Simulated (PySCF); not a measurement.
Numbering as in the mapped SMILES `[CH3:1][O:2][C:3](=[O:4])[O:5][CH3:6]`; H(Xn) means a hydrogen on atom n.

PySCF calculation with PBE0/pcSseg-1 with gauge-including orbitals and geometry from GFN2-xTB; one computed conformer, non-relativistic, gas phase, one averaged value for each set of equivalent atoms.

Chemical shifts δ = σref − σ; TMS for ¹³C (σ = 186.93 ppm), ¹H (σ = 31.72 ppm); ¹⁷O (σ = 336.08 ppm) vs H2O, all at this level.

```json
{"atoms": "C3", "nucleus": "¹³C", "count": "1", "Hirshfeld charge": "0.26", "δ (ppm)": "164.7"}
{"atoms": "O4", "nucleus": "¹⁷O", "count": "1", "Hirshfeld charge": "-0.28", "δ (ppm)": "?"}
{"atoms": "C1/C6", "nucleus": "¹³C", "count": "2", "Hirshfeld charge": "-0.03", "δ (ppm)": "56.5"}
{"atoms": "H(C1)/H(C6)", "nucleus": "¹H", "count": "6", "Hirshfeld charge": "0.05", "δ (ppm)": "?"}
{"atoms": "O2/O5", "nucleus": "¹⁷O", "count": "2", "Hirshfeld charge": "-0.11", "δ (ppm)": "143.6"}
```

Problem. Fill in the missing shifts.

Solution. 
- H(C1)/H(C6): 3.89 ppm, hydrogen on a methyl carbon bonded to O; its carbon carries O, which withdraws density
- O4: 311.4 ppm, ester carbonyl oxygen

Shifts are as computed. Against solution values, carbons near 30 ppm lie about +3 ppm off and those near 130 ppm about +5 ppm. Of 1211 compounds with measured shifts, 218 miss one by over three times the rms of a fit or turn the order of signals round; such compounds aren't used in these exercises. Unscaled 17O shifts of doubly bonded oxygen tend to come out too high, by tens of ppm or more. Experimental scales use liquid or dissolved standards, which lie at an offset from isolated H2O (liquid H2O: subtract about 36 ppm).
